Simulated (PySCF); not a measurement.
Question: What does the GFN2-xTB structure of azetidine, `C1NCC1` look like in three dimensions?

Answer: 
```
atom  x, y, z in Å
C1    -0.090    0.967    0.001
C2     1.011   -0.055    0.318
N3    -0.003   -1.112    0.355
C4    -0.996   -0.239   -0.276
H5    -0.400    1.547    0.866
H6     0.098    1.631   -0.839
H7     1.529    0.061    1.272
H8     1.754   -0.150   -0.482
H9     0.221   -1.970   -0.136
H10   -1.958   -0.259    0.240
H11   -1.161   -0.419   -1.345
```

Orientation and origin are arbitrary. Atoms count from 1 in this order. The 4-membered ring C1–C2–N3–C4 has internal angles of 86.4° to 91.6° (sum 357°, against 360° for a flat polygon); it is puckered, 0.09 Å rms from its mean plane, widest ring torsion 14°. N3 (secondary amine nitrogen) is pyramidal (angles 116.5°, 116.5° and 91.6°, sum 324.6°, 0.43 Å off the plane of its three neighbours).

Bonds between heavy atoms (Å): C1–C2 1.534, C2–N3 1.465, N3–C4 1.465, C1–C4 1.534.

Computed geometry: GFN2-xTB, gas phase.

Point group: Cs (tolerance 0.08 Å). Whether it is a minimum is left open (no frequencies).
